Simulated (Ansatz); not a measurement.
Harmonic frequencies (cm⁻¹) at PBE0-D4/def2-TZVP from Ansatz: 106, 136, 314, 429, 568, 672, 747, 895, 959, 967, 1093, 1166, 1216, 1273, 1380, 1456, 1950, 3092, 3163, 3334, 3355.

Each molecule was computed in one conformer, which needn't be the lowest.

Task: Which molecule is it?
A. `ClC1=NCC1`
B. `ClCC1=CN1`
C. `CN=C=CCl`
D. `N=C1CC1Cl`

Result: B.
